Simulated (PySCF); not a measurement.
# Li+ in clusters of ammonia

Gas-phase clusters of one Li+ with n ammonia, each in one structure from a short search with a few starts, optimised by PBE0-D3(BJ)/def2-TZVPD; other arrangements may lie lower. Binding energies from relaxed separate molecules, wB97M-D3(BJ)/def2-TZVPD, counterpoise-corrected, in kcal/mol (PySCF). Shieldings by GIAO PBE0/pcSseg-2.

Frequency runs check only 2 of the 3 structures; these show no clear imaginary mode.

Task: How does binding build up with each further ammonia?

Result: 
| n | binding energy | gain of the last molecule | shielding of Li (ppm) |
| --- | --- | --- | --- |
| 1 | -40.7 | -40.7 | 91.0 |
| 2 | -74.7 | -34.1 | 88.9 |
| 3 | -99.3 | -24.6 | 88.1 |

Each molecule adds less than the one before.
